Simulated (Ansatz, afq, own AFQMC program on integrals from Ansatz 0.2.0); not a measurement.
Atomization energy of AlSi, doublet

```xyz
2

Si    0.0000    0.0000    0.0000
Al    0.0000    0.0000    2.3977
```

Atoms in their ground-state spins without spin–orbit coupling (mostly on UHF) minus the molecule (ROHF), without zero-point energy. The geometry is a stationary point, not shown to be a minimum.

Basis 6-31G. Noble-gas cores (and the filled d shells of Ga–Kr and In–Xe) are frozen. Ansatz 0.2.0 and our own AFQMC program on the same integrals; the CISD trial comes from CCSD amplitudes, and released means the phaseless constraint is let go. Uncertainties: one standard error, sampling alone. The errors of all members are added in quadrature.

Full CI is exact in this basis; where marked, its frozen core comes from its own orbitals, which moves totals by up to a few meV.

Errors are counted within 6-31G, not against nature.

Cautions: AlSi (doublet): a spin-contaminated unrestricted determinant lies lower (UHF 1.45 eV lower, ⟨S²⟩ 1.81), the search met a lower determinant of the same kind, perhaps of another symmetry (500 meV lower), and this one is a saddle point, strong correlation (T1 0.062, weight of the determinant 0.79, largest double 0.17), the released energies are still falling, so no released level is given (meV from the phaseless value at times in 1/Eh: -8 ± 4 at 0.24, -18 ± 6 at 0.51, -22.0 ± 2.5 at 0.99, -35 ± 3 at 1.62, -45 ± 4 at 2.40), CCSDTQ on the UHF determinant differs (115 meV higher), by its state or its frozen core, full CI with its own frozen core, a state of higher spin lies lower, its ph-AFQMC/CISD value lies 69 ± 4 meV above full CI.

Reference (full CI): 97.9 kJ/mol.

```tsv
level	atomization energy (kJ/mol)	error against FCI (kJ/mol)
HF	-63.1	-160.9
MP2	64.4	-33.5
CCSD	79.0	-18.9
CCSD(T)	92.3	-5.6
ph-AFQMC/HF	73.0 ± 2.3	-24.9 ± 2.3
ph-AFQMC/CISD	91.3 ± 0.4	-6.6 ± 0.4
```

Correlation beyond CCSD(T) adds 5.6 kJ/mol. The perturbative (T) step is worth +13.3 kJ/mol. Where the cautions show a poor determinant, the low rows tell how each method copes with it, not its usual error.

A walk keeps the symmetry of its determinant, which the program's search chose and which needn't be the lowest solution, so a lower state of the same spin and another symmetry isn't excluded.
